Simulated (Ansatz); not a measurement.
The input, for Ansatz 0.2.0:

```yaml
crystal:
  periodic: [false, false, false]
  atoms:
    - {symbol: Al, position_ang: [-0.114373, 0.000000, 0.000000]}
    - {symbol: H, position_ang: [-0.907297, 1.373384, 0.000000]}
    - {symbol: H, position_ang: [-0.907297, -1.373384, 0.000000]}
    - {symbol: H, position_ang: [1.966627, 0.000000, 0.000000]}
    - {symbol: H, position_ang: [2.909627, 0.000000, 0.000000]}
basis:
  gaussian: {orbitals: cc-pVDZ}
magnetization: {spin_polarized: false, initial_magnetization: 1}
correlation: {method: fci, electrons: outside_noble_gas}
```

```sh
$ ansatz run in.yaml --threads 2 --pin off --events-out ev --progress --plain --max-ram 16896MiB --backend cuda --devices 0, --max-vram 18GiB
```

Log:

```
670 factors; integrals over basis functions are off by at most 2.3e-7 eV
mean field evaluation 1: about -6642.1575 eV, gradient 7.5e0 eV
mean field evaluation 2: about -6642.1727 eV, gradient 7.6e0 eV
mean field evaluation 4: about -6642.7457 eV, gradient 4.1e-1 eV
mean field evaluation 8: about -6642.7500 eV, gradient 1.6e-3 eV
mean field evaluation 16: about -6642.7438 eV, gradient 5.4e-1 eV
mean field -6642.75003087 eV, -244.1165610169 hartree, gradient 1.5e-6 eV, S^2 0.750000; 2 other end points of the search recorded, 0 dependent functions left out
5 core orbitals not correlated: weight in the atoms' cores, before any rotation towards them, 1.000 or more for the frozen orbitals, at most 0.000 for the correlated occupied ones
reference -6642.75003087 eV, -244.1165610169 hartree; 4, 3 occupied and 29, 30 virtual orbitals, 670 factors
state -6646.10827895 eV, -244.2399743572 hartree
Total energy: -6646.10827895 eV, -244.2399743572 hartree
```

Ran on 2 threads of AMD EPYC 7R13 with a shared H100 80 GB, shared host: 18 s wall, 0.88 GiB peak host memory.
